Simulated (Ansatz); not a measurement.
Born–Oppenheimer molecular dynamics of FH3OSi (6 atoms, charge 0, multiplicity 1). It starts from a relaxed structure.

All numbers below come from RKS PBE0-D4/def2-SVP in Ansatz.

- ensemble: NVT, Langevin thermostat
- time step: 0.5 fs
- steps asked: 166
- set temperature: 400 K
- friction: 0.001 /fs
- masses: H 2.014 u
- seed: 325109

First frame:

```xyz
6
Properties=species:S:1:pos:R:3
Si -0.131 0.045 -0.022
O -0.456 0.222 1.584
H -0.324 -0.536 2.160
F 1.464 -0.125 -0.262
H -0.576 1.294 -0.680
H -0.762 -1.181 -0.584
```

Question: How far do the bonds stretch over the last three quarters of this one trajectory? (Pairs bonded in most of those frames.)

Answer: 
```tsv
bond	mean (Å)	spread (Å)	shortest	longest
Si1–O2	1.650	0.023	1.61	1.68
Si1–F4	1.624	0.018	1.59	1.65
Si1–H5	1.485	0.025	1.45	1.52
Si1–H6	1.494	0.033	1.44	1.55
O2–H3	0.962	0.018	0.93	0.99
```

Mean temperature of the second half: 210 K. The mean temperature of the second half is 48 % below the set value. A run of 0.083 ps of so small a system gives no equilibrium averages.

The run took 3.1 min on 1 thread of Arm Neoverse V2, on a shared host, peak memory 0.11 GiB.
